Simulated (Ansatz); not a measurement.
Results of PBE-D3(BJ) (PAW; Ansatz, a program for electronic structure) for 2H WS2.

Numerical settings: plane-wave cutoff 500 eV, 12×12×4 k mesh (along the axes of the cell as run), gaussian smearing 0.02 eV, scalar-relativistic PAW data made under PBE.

Computed at the level's own relaxed cell.

Q: Predict the equilibrium volume per atom, equilibrium lattice constant a and c axis length.

A: 
- equilibrium volume per atom: 17.43 Å³/atom
- equilibrium lattice constant a: 3.154 Å
- c axis length: 12.139 Å

Measured, for comparison: lattice constant a 3.153 Å, lattice parameter c 12.323 Å (300 K, not corrected to a static lattice; as tabulated in arXiv:1605.07067). Computed (rounded) less measured: lattice constant a 0.0 %, lattice parameter c -1.5 %. A static lattice is as a rule a little smaller and stiffer than an uncorrected measurement, which narrows the difference in the lattice parameter c and would widen misses of the other sign.

Spin–orbit coupling is not included.

The computed numbers hold no vibrational or temperature effects.

Cost on a shared machine: around 100 core-seconds (rough).
